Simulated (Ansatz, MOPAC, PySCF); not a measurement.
System: propyne, C₃H₄, net charge 0, singlet state. SMILES: C(#C)C
Geometry: optimised at B3LYP-D3(BJ)/def2-TZVP (Ansatz, an electronic-structure program).

Unscaled harmonic wavenumbers (cm⁻¹) in rising order, each level at the stationary point that it reaches from this structure (no distance between atoms moves by over 0.3 Å); the order of modes can differ between levels, and a negative number is imaginary. B3LYP-D3(BJ)/def2-TZVP (PySCF, at the structure above): 347, 347, 662, 662, 945, 1058, 1058, 1417, 1479, 1479, 2229, 3032, 3090, 3090, 3474.

PM3 (MOPAC): 391, 391, 845, 845, 981, 981, 1064, 1377, 1377, 1383, 2326, 3068, 3068, 3154, 3362. Zero-point energy 35.2 against 34.8 kcal/mol; where all levels lie over 400 cm⁻¹, the wavenumbers are on average 1.031 times those of B3LYP-D3(BJ)/def2-TZVP.

B3LYP/6-31G* (Ansatz): 347, 347, 600, 601, 951, 1075, 1075, 1445, 1508, 1508, 2247, 3042, 3104, 3104, 3496. Zero-point energy 35.0 against 34.8 kcal/mol; where all levels lie over 400 cm⁻¹, the wavenumbers are on average 0.995 times those of B3LYP-D3(BJ)/def2-TZVP.
